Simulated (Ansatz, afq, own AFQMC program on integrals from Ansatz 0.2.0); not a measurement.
Integrals from Ansatz 0.2.0, then the random walk in our own AFQMC program (afq).

```yaml
crystal:
  periodic: [false, false, false]
  atoms:
    - {symbol: Ge, position_ang: [0.000000, 0.014250, 0.329308]}
    - {symbol: N, position_ang: [0.000000, -0.126443, -1.555498]}
    - {symbol: H, position_ang: [0.000000, 0.730143, -2.116709]}
basis:
  gaussian: {orbitals: cc-pVDZ}
magnetization: {spin_polarized: true, initial_magnetization: 2}
correlation: {method: ccsd_t, electrons: outside_noble_gas, hamiltonian_folder: ham}
```

```sh
$ ansatz run in.yaml --threads 1 --pin off --events-out ev --progress --plain --max-ram 1382MiB
```

Options of the walk:

```
--method free --trial cisd --walkers 60 --time-step 0.03 --max-blocks 80 --target-error 0.00038 --factor-cut 1e-05 --seed 6476 --times 0,0.21,0.42,0.81,1.2,1.8,2.4,3 --taylor-order 8
```

Times are imaginary, in 1/Eh. The walk had a cap of 723 s. Filled inner d shells are frozen with the cores.

afq prints:

```
orbitals 31  electrons 6 4  factors 236 of 509
reference energy -2130.28451631 Eh
CCSD correlation -0.21845529 Eh in 29 cycles, weight of the determinant in the CISD state 0.8571
repeat  energy at the last time / Eh  error
    10  -2130.511256  0.001470
    20  -2130.510356  0.000978
    30  -2130.510268  0.000758
    40  -2130.510926  0.000749
    50  -2130.510819  0.000669
    60  -2130.510887  0.000625
    70  -2130.510671  0.000556
    80  -2130.510693  0.000533
time / (1/Eh)  energy / Eh  error  mean overlap
  0.00  -2130.502997  0.000226  1.1664
  0.21  -2130.506312  0.000255  1.1659
  0.42  -2130.507958  0.000219  1.1673
  0.81  -2130.509291  0.000321  1.1694
  1.20  -2130.509752  0.000289  1.1788
  1.80  -2130.510108  0.000379  1.1887
  2.40  -2130.510636  0.000387  1.1758
  3.00  -2130.510693  0.000533  1.1798
energy -2130.510693 +/- 0.000533 Eh
```

The run passed its tests (error under three times the target), which doesn't prove that it has relaxed.

Against this walk (error 14.5 meV) on the same determinant: CCSD(T) 38.5 meV higher, CCSDT(Q) 168.4 meV lower. The error is statistical, and a free projection of finite length keeps a remainder of its start. None of these is a sure reference here.

Cautions: remainder of the start not in the error; error above the target (14.5 against 10.3 meV); no relativity below Rb; no spin-orbit coupling; inner d shell frozen; another spin lies lower; raised T1 diagnostic (T1 0.047, weight of the determinant 0.86, largest double 0.04); (Q) is large, 121 meV, so the cluster series hasn't closed; CCSDT(Q) on the ROHF determinant differs (212 meV higher), so the two series follow different states.

The walk took 3 min on 1 thread of Intel(R) Xeon(R) Platinum 8488C (Sapphire Rapids) (shared host). The log's last line is the free-projection energy.

CCSDT and higher add their correlation energy to the determinant of the CCSD(T) run, since their own runs factorise the integrals more tightly (a shift of under 2 meV).
